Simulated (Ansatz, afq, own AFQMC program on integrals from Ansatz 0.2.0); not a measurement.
AFQMC on a folder of integrals that Ansatz 0.2.0 wrote.

```yaml
crystal:
  periodic: [false, false, false]
  atoms:
    - {symbol: N, position_ang: [-0.030066, -0.130755, 0.661245]}
    - {symbol: C, position_ang: [0.116167, 0.102607, -0.745850]}
    - {symbol: H, position_ang: [-0.282647, 0.742725, 1.141042]}
    - {symbol: H, position_ang: [-0.683794, -0.148384, -1.442336]}
basis:
  gaussian: {orbitals: cc-pVDZ}
magnetization: {spin_polarized: true, initial_magnetization: 3}
correlation: {method: ccsd_t, electrons: outside_noble_gas, hamiltonian_folder: ham}
```

```sh
$ ansatz run in.yaml --threads 1 --pin off --events-out ev --progress --plain --max-ram 1843MiB
```

afq runs on the folder ham with

```
--method free --trial cisd --walkers 60 --time-step 0.03 --max-blocks 80 --target-error 0.0004 --factor-cut 1e-05 --seed 695 --times 0,0.21,0.42,0.81,1.2,1.8,2.4,3 --taylor-order 8
```

Times are imaginary, in 1/Eh. The walk had a cap of 1161 s.

afq prints:

```
orbitals 36  electrons 7 4  factors 281 of 359
reference energy -93.31844842 Eh
CCSD correlation -0.24719077 Eh in 16 cycles, weight of the determinant in the CISD state 0.9056
repeat  energy at the last time / Eh  error
    10  -93.572456  0.001248
    20  -93.571924  0.000775
    30  -93.571787  0.000588
    40  -93.572170  0.000550
    50  -93.572235  0.000530
    60  -93.572541  0.000515
    70  -93.572470  0.000447
    80  -93.572285  0.000415
time / (1/Eh)  energy / Eh  error  mean overlap
  0.00  -93.565667  0.000152  1.1043
  0.21  -93.569298  0.000196  1.1104
  0.42  -93.570781  0.000196  1.1145
  0.81  -93.571934  0.000227  1.1161
  1.20  -93.572683  0.000285  1.1106
  1.80  -93.572534  0.000325  1.0999
  2.40  -93.572879  0.000367  1.0853
  3.00  -93.572285  0.000415  1.0946
energy -93.572285 +/- 0.000415 Eh
```

The run passed its tests (error under three times the target), which doesn't prove that it has relaxed.

Against this walk (error 11.3 meV) on the same determinant: CCSD(T) 27.2 meV higher, CCSDT(Q) 5.3 meV lower (within the noise). The error is statistical, and a free projection of finite length keeps a remainder of its start. The last points scatter (meV from the last: 10 ± 6 at 0.81, -11 ± 8 at 1.20, -7 ± 9 at 1.80, -16 ± 10 at 2.40, 0 ± 11 at 3.00); the last is the one printed as the energy, and the gaps above move with that scatter.

Cautions: remainder of the start not in the error; lower spins were not checked.

The walk took 3.5 min on 1 thread of Arm Neoverse V2 (shared host). The log's last line is the free-projection energy.

CCSDT and higher add their correlation energy to the determinant of the CCSD(T) run, since their own runs factorise the integrals more tightly (a shift of under 2 meV).
